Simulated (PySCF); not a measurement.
One ligand Y is varied and pulled off as a radical: Zn(NH2)1–Y. All species are isolated molecules in the gas phase. One relaxed conformer stands for each flexible species; it need not be the lowest. Multiplicities are imposed; where one is given, others were not computed. Strings in code marks are SMILES.

The numbers are results of PySCF with TPSS-D3(BJ)/def2-TZVP // TPSS-D3(BJ)/def2-SVP, not measurements. All candidates: neutral, multiplicity 2. 

```
Item                             Result
-----------------------------  --------
highest occupied spin orbital  -7.32 eV
dipole moment                    1.91 D
```

Problem. Say which member has these values.
(A) `[CH3]`
(B) `[NH2]`
(C) `C[O]`
(D) `[SH]`

Solution. B, `[NH2]`. The others give `[CH3]`: -5.50 eV, 0.00 D; `[SH]`: -6.25 eV, 0.87 D; `C[O]`: -6.16 eV, 2.05 D
